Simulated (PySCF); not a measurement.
H3N.

```xyz
4

N      0.0000     0.0000     0.1137
H     -0.8137    -0.4698    -0.2653
H      0.0000     0.9396    -0.2653
H      0.8137    -0.4698    -0.2653
```
Charge 0, spin multiplicity 1.

The structure is a stationary point at PBE0-D3(BJ)/def2-TZVPD.

These are PBE0/pcSseg-2 run with PySCF values and carry that method's errors. Non-relativistic, no solvent.

Computed absolute GIAO shielding of each atom: isotropic value and principal components (ppm):
```tsv
atom	σ(iso)	σ11	σ22	σ33	span
N1	263.6	231.0	279.9	279.9	48.8
H2	31.6	25.9	26.7	42.3	16.4
H3	31.6	25.9	26.7	42.3	16.4
H4	31.6	25.9	26.7	42.3	16.4
```
